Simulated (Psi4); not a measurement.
Process, species as SMILES: O (H2O) + H+ → [OH3+]
B3LYP-D3(BJ)/def2-TZVP geometries, fixed; electronic energies without zero-point terms; positive where energy is released.

The proton affinity at MP2 with Psi4, in kcal/mol, split into its Hartree-Fock and correlation parts. Density fitting with the program's default auxiliary sets. Cores are frozen. No added dispersion term, no relativity. Functions are those of the species that has most.

```
basis        X  functions  Hartree-Fock     MP2
-----------  -  ---------  ------------  ------
aug-cc-pVDZ  2         50        173.49  168.75
aug-cc-pVTZ  3        115        175.28  170.08
aug-cc-pVQZ  4        218        175.49  170.13
```

Worked estimate of the basis-set limit from each neighbouring pair, with Hartree-Fock from the larger set and the correlation part extrapolated as X^-3.
Correlation parts: X = 2: -4.74, X = 3: -5.20, X = 4: -5.36.
- (2,3): (27·(-5.20) - 8·(-4.74))/19 = -5.39; with Hartree-Fock 175.28 the estimate is 169.89 kcal/mol.
- (3,4): (64·(-5.36) - 27·(-5.20))/37 = -5.48; with Hartree-Fock 175.49 the estimate is 170.01 kcal/mol.
The last two estimates differ by 0.13 kcal/mol; the largest set lies 0.12 from the last. Over the last step Hartree-Fock moves by 0.21 and the correlation part by -0.16.
